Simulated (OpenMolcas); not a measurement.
# One shape, several levels: CS2 (carbon disulfide)

Aim: a comparison of 6 runs (B3LYP/6-31G*, B2PLYP/cc-pVTZ, BLYP/cc-pVTZ, M06-2X/cc-pVTZ, M06-L/cc-pVTZ, r2SCAN/cc-pVTZ) of CS2 (carbon disulfide). 

Program for the calculation: OpenMolcas 26.06.

## 1. Starting point

The species is CS2 (3 atoms), meant as a singlet with charge 0. As SMILES, `S=C=S`. Geometry: relaxed at PBE0-D4/def2-TZVP.

Bond lengths: S1–C2 1.548 Å, C2–S3 1.548 Å. Angles: S1–C2–S3 180.0°.

## 2. Energy and forces at B3LYP/6-31G(d) (Cartesian functions) (run 1)

mol.inp

```
>>> EXPORT MOLCAS_PRINT=2

&GATEWAY
  BasLib=$CurrDir
  Coord
  3
  angstrom
  S        1.357000      -0.156000       0.729100
  C        0.000000       0.000000       0.000000
  S       -1.357000       0.156000      -0.729100
  Basis=6-31Gs
  Group=NoSym

&SEWARD
  GridInput
  Grid=UltraFine
  End of Grid

&SCF
  KSDFT=B3LYP
  Thresholds=1e-10 1e-07 1e-07 1e-05
  PrOrbitals=1 1

&ALASKA
```

The basis set 6-31G* is read from a file made from the Basis Set Exchange's data (not shown).

On the command line:

```
$ export MOLCAS_MEM=1860
$ pymolcas mol.inp > mol.log
```

Log:

```text
--- Start Module: gateway ---
[...]
--- Stop Module: gateway /rc=_RC_ALL_IS_WELL_ ---
[...]
      Basis functions           53
[...]
--- Start Module: scf ---
[...]
       Convergence after  12 Iterations
[...]
::    Total KS-DFT energy                            -834.4884261849
[...]
      Total spin, S                                     0.0000000000
[...]
      Total electronic charge=   38.000000
      Total            charge=   -0.000000
[...]
      Dipole Moment (debye):
      Origin of the operator (angstrom)=    0.0000    0.0000    0.0000
                   X=  7.8602E-10               Y= -1.0037E-10               Z=  4.3650E-10           Total=  9.0468E-10
      Quadrupole Moment (debye*angstrom):
[...]
--- Stop Module: scf /rc=_RC_ALL_IS_WELL_ ---
[...]
--- Start Module: alaska ---
[...]
 *              Molecular gradients               *
 **************************************************
  Irreducible representation: a
 ------------------------------------------------------------------------------------------
                              X                       Y                       Z
 ------------------------------------------------------------------------------------------
  S1               -1.40541688882116E-02    1.61565974506495E-03   -7.55113813609576E-03
  C2               -2.60436487501963E-11    7.24904731841382E-12   -1.80717055502270E-11
  S3                1.40541689142637E-02   -1.61565975230538E-03    7.55113815418795E-03
 ------------------------------------------------------------------------------------------
--- Stop Module: alaska /rc=_RC_ALL_IS_WELL_ ---
[...]
```

Wall time 14 s (1 thread of Intel Xeon Platinum 8259CL at 2.50GHz (Skylake/Cascade Lake), shared host); peak memory 0.39 GiB.

## 3. A single-point energy at B2PLYP/cc-pVTZ (run 2)

run.inp

```
&GATEWAY
BasLib
$CurrDir
Coord
3
angstrom
S        1.357000      -0.156000       0.729100
C        0.000000       0.000000       0.000000
S       -1.357000       0.156000      -0.729100
Basis
cc-pVTZ
Group
NoSym
&SEWARD
GridInput
Grid=UltraFine
End of Grid
&SCF
KSDFT
B2PLYP_SCF
Thresholds
1e-10 1e-07 1e-07 1e-05
PrOrbitals
1 2
&MBPT2
Frozen
11
```

The basis set cc-pVTZ is read from a file made from the Basis Set Exchange's data (not shown).

On the command line:

```
$ export MOLCAS_MEM=1860
$ pymolcas run.inp > run.log
```

Log:

```text
--- Start Module: gateway ---
[...]
--- Stop Module: gateway /rc=_RC_ALL_IS_WELL_ ---
[...]
      Basis functions           98
[...]
--- Start Module: scf ---
[...]
       Convergence after  12 Iterations
[...]
::    Total KS-DFT energy                            -834.0913654515
[...]
      Total spin, S                                     0.0000000000
[...]
      Total electronic charge=   38.000000
      Total            charge=   -0.000000
[...]
      Dipole Moment (debye):
      Origin of the operator (angstrom)=    0.0000    0.0000    0.0000
                   X=  9.9886E-14               Y= -1.3377E-13               Z= -5.8383E-14           Total=  1.7686E-13
      Quadrupole Moment (debye*angstrom):
[...]
--- Stop Module: scf /rc=_RC_ALL_IS_WELL_ ---
[...]
--- Start Module: mbpt2 ---
[...]
 ###    WARNING: MP2 implementation intended for RHF references only         ###
 ###############################################################################
MBPT2 WARNING: Reference function according to RunFile:KS-DFT
I'll assume you know what you're doing and continue
WARNING!
Default frozen orbitals as non valence orbitals is overwritten by user input.
Default values:  11
[...]
       Reference weight ( Cref**2 )         =        0.72095
::    Total MBPT2 energy                             -834.7162382795
[...]
      Total MBPT2 calculations                           0.53      0.60
--- Stop Module: mbpt2 /rc=_RC_ALL_IS_WELL_ ---
[...]
```

It took 31 s on 1 thread of Intel Xeon Platinum 8259CL at 2.50GHz (Skylake/Cascade Lake), shared host; peak memory 0.55 GiB.

Run 3 isn't shown in full; the table further down has it.

## 4. Energy and forces at M06-2X/cc-pVTZ (run 4)

input.xyz

```xyz
3

S      1.357000    -0.156000     0.729100
C      0.000000     0.000000     0.000000
S     -1.357000     0.156000    -0.729100
```

test.inp

```
>>> EXPORT MOLCAS_PRINT=2

&GATEWAY
 BasLib=$CurrDir
 Coord=input.xyz
 Basis=cc-pVTZ
 Group=NoSym

&SEWARD
 GridInput
 Grid=UltraFine
 End of Grid

&SCF
 KSDFT=M062X
 Thresholds=1e-10 1e-07 1e-07 1e-05
 PrOrbitals=1 2

&ALASKA
```

The basis set cc-pVTZ is read from a file made from the Basis Set Exchange's data (not shown).

On the command line:

```
$ export MOLCAS_MEM=1860
$ pymolcas test.inp > test.log
```

Log:

```text
--- Start Module: gateway ---
[...]
--- Stop Module: gateway /rc=_RC_ALL_IS_WELL_ ---
[...]
      Basis functions           98
[...]
--- Start Module: scf ---
[...]
       Convergence after  12 Iterations
[...]
::    Total KS-DFT energy                            -834.4867142455
[...]
      Total spin, S                                     0.0000000000
[...]
      Total electronic charge=   38.000000
      Total            charge=   -0.000000
[...]
      Dipole Moment (debye):
      Origin of the operator (angstrom)=    0.0000    0.0000    0.0000
                   X=  5.7529E-13               Y= -1.9259E-13               Z= -9.9479E-14           Total=  6.1478E-13
      Quadrupole Moment (debye*angstrom):
[...]
--- Stop Module: scf /rc=_RC_ALL_IS_WELL_ ---
[...]
--- Start Module: alaska ---
[...]
 *              Molecular gradients               *
 **************************************************
  Irreducible representation: a
 ------------------------------------------------------------------------------------------
                              X                       Y                       Z
 ------------------------------------------------------------------------------------------
  S1               -2.35377870145470E-03    2.70589157546741E-04   -1.26465736569870E-03
  C2               -7.48315044579336E-13    4.97387271484944E-14   -6.08771803062772E-13
  S3                2.35377870222919E-03   -2.70589157593371E-04    1.26465736630266E-03
 ------------------------------------------------------------------------------------------
--- Stop Module: alaska /rc=_RC_ALL_IS_WELL_ ---
[...]
```

Run time: 50 s. Hardware: 1 thread of Intel Xeon Platinum 8259CL at 2.50GHz (Skylake/Cascade Lake), shared host; peak memory 0.55 GiB.

Run 5 isn't shown in full; the table further down has it.

## 5. Energy and gradient at r2SCAN/cc-pVTZ (run 6)

calc.input

```
* CS2 Kohn-Sham DFT
&GATEWAY
BasLib=$CurrDir
Coord
3
bohr
S      2.56435835    -0.29479728     1.37779932
C      0.00000000     0.00000000     0.00000000
S     -2.56435835     0.29479728    -1.37779932
Basis=cc-pVTZ
Group=NoSym
&SEWARD
GridInput
Grid=UltraFine
End of Grid
&SCF
KSDFT=2
1.0 MGGA_X_R2SCAN
1.0 MGGA_C_R2SCAN
Thresholds=1e-10 1e-07 1e-07 1e-05
PrOrbitals=1 2
&ALASKA
```

The basis set cc-pVTZ is read from a file made from the Basis Set Exchange's data (not shown).

On the command line:

```
$ export MOLCAS_MEM=1860
$ pymolcas calc.input > calc.log
```

Log:

```text
--- Start Module: gateway ---
[...]
--- Stop Module: gateway /rc=_RC_ALL_IS_WELL_ ---
[...]
      Basis functions           98
[...]
--- Start Module: scf ---
[...]
       Convergence after  13 Iterations
[...]
::    Total KS-DFT energy                            -834.4664610526
[...]
      Total spin, S                                     0.0000000000
[...]
      Total electronic charge=   38.000000
      Total            charge=   -0.000000
[...]
      Dipole Moment (debye):
      Origin of the operator (angstrom)=    0.0000    0.0000    0.0000
                   X=  5.5402E-09               Y= -6.3674E-10               Z=  2.9776E-09           Total=  6.3218E-09
      Quadrupole Moment (debye*angstrom):
[...]
--- Stop Module: scf /rc=_RC_ALL_IS_WELL_ ---
[...]
--- Start Module: alaska ---
[...]
 *              Molecular gradients               *
 **************************************************
  Irreducible representation: a
 ------------------------------------------------------------------------------------------
                              X                       Y                       Z
 ------------------------------------------------------------------------------------------
  S1               -7.85739958802267E-03    9.03282503695202E-04   -4.22168758755603E-03
  C2               -2.46416018145824E-10    3.10000428820266E-11   -1.18522472730991E-10
  S3                7.85739983451350E-03   -9.03282534697514E-04    4.22168770603548E-03
 ------------------------------------------------------------------------------------------
--- Stop Module: alaska /rc=_RC_ALL_IS_WELL_ ---
[...]
```

Run time: 52 s. Hardware: 1 thread of Intel Xeon Platinum 8259CL at 2.50GHz (Skylake/Cascade Lake), shared host; peak memory 0.55 GiB.

## 6. The series

```
run                               level  Cartesian functions      task  energy (Eh)  dipole moment (D)  HOMO energy (eV)  LUMO energy (eV)  wall time
  1  B3LYP/6-31G* (Cartesian functions)                  yes  gradient  -834.488426               0.00             -7.55             -1.96       14 s
  2                      B2PLYP/cc-pVTZ                   no    energy  -834.260081               0.00             -8.62             -0.65       31 s
  3                        BLYP/cc-pVTZ                   no  gradient  -834.537806               0.00             -6.57             -2.55       39 s
  4                      M06-2X/cc-pVTZ                   no  gradient  -834.486714               0.00             -8.80             -1.05       50 s
  5                       M06-L/cc-pVTZ                   no  gradient  -834.531899               0.00             -6.97             -2.51       46 s
  6                      r2SCAN/cc-pVTZ                   no  gradient  -834.466461               0.00             -7.04             -2.61       52 s
```

## 7. Summary of results

```
                       quantity          value
            run 6: total energy  -834.46646 Eh
           run 6: dipole moment         0.00 D
             run 6: HOMO energy       -7.04 eV
             run 6: LUMO energy       -2.61 eV
           run 6: HOMO–LUMO gap        4.43 eV
run 6: largest force on an atom     0.461 eV/Å
```

In words: The HOMO–LUMO gap runs from 4.02 eV (BLYP/cc-pVTZ) to 7.97 eV (B2PLYP/cc-pVTZ). A double hybrid's value is that of its SCF part. For B2PLYP the log adds the whole second-order term; the table takes 0.27 of it, as the functional is defined. Totals of different functionals can't be ranked against each other. All runs together took 3.9 min, the longest 52 s.
